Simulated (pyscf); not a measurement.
**Insertion: F–Sn:–F (SMILES [F][Sn][F]) [singlet] + HCl (SMILES Cl) -> F–SnH(F)–Cl (SMILES [F][SnH]([F])[Cl])**

Gas phase, singlet surface, charge 0. Bonds broken: Cl4–H5. Bonds formed: Sn2–Cl4, Sn2–H5. Optimised with ωB97X-D3(BJ)/def2-SVP in PySCF. Correlated levels are frozen-core, on RHF or UHF. ΔMP2 is the change of the MP2 total energy from the triple- to the quadruple-zeta basis.

Transition state (Å):

```xyz
5

F      0.5793     2.1533    -0.3958
Sn     0.6600     0.2544    -0.6895
F      0.9460    -0.3493     1.1136
Cl    -1.6998    -0.4598    -1.2835
H     -0.0372    -0.6595    -2.0302
```

One imaginary mode, 1259i cm⁻¹; descent along it reached the two sides named, in the forms told below.

```csv
bond,change,reactant side (Å),saddle,product side
Cl4–H5,breaks,1.285,1.833,3.4
Sn2–Cl4,forms,3.0,2.536,2.303
Sn2–H5,forms,3.5,1.766,1.687
```

Electronic energies relative to the separated reactants (kJ/mol):

```csv
level,barrier,reaction energy,reverse barrier
ωB97X-D3(BJ)/def2-TZVP,159.3,-49.8,209.1
PBE/def2-TZVP,134.1,-8.0,142.0
r²SCAN/def2-TZVP,132.8,-31.4,164.1
B3LYP-D3(BJ)/def2-TZVP,160.5,-8.9,169.4
PBE0-D3(BJ)/def2-TZVP,146.9,-29.8,176.7
M06-2X/def2-TZVP,154.8,-46.3,201.0
ωB97M-D3(BJ)/def2-TZVP,176.3,-19.9,196.2
HF/def2-TZVP,230.1,-38.2,268.3
MP2/def2-QZVPP,168.2,-21.4,189.6
CCSD/def2-TZVPP,186.9,-25.2,212.1
CCSD(T)/def2-TZVPP,170.2,-27.4,197.7
CCSD(T)/def2-TZVPP + ΔMP2(QZVPP),166.5,-26.7,193.2
```

With CCSD(T)/def2-TZVPP + ΔMP2(QZVPP) energies and thermal terms (ideal gas, 1 atm, RRHO with modes under 100 cm⁻¹ raised to 100, one conformer, R ln 2 for rigid chiral ones), in kJ/mol:

```csv
T (K),ΔH‡,ΔG‡,ΔH,ΔG
298,161.4,200.8,-24.8,+16.1
600,162.1,240.6,-22.7,+56.9
900,163.9,279.5,-19.2,+95.9
1200,165.9,317.7,-15.2,+133.7
```

On the reactant side the descent ends in a complex (not fully relaxed), 23.9 kJ/mol under the separated species and 183.2 kJ/mol under the saddle at ωB97X-D3(BJ)/def2-TZVP. One saddle was located; it need not be the lowest between these sides. The CCSD(T) − MP2 part came from Ansatz, without density fitting, on the same reference. The frozen core leaves the outer d or s,p core shells of the metals and heavy elements correlated in the MP2 and CC values, and def2-TZVPP describes them poorly, which can shift differences by a few kcal/mol. Elements past Kr carry the def2 core potentials, without spin-orbit coupling.
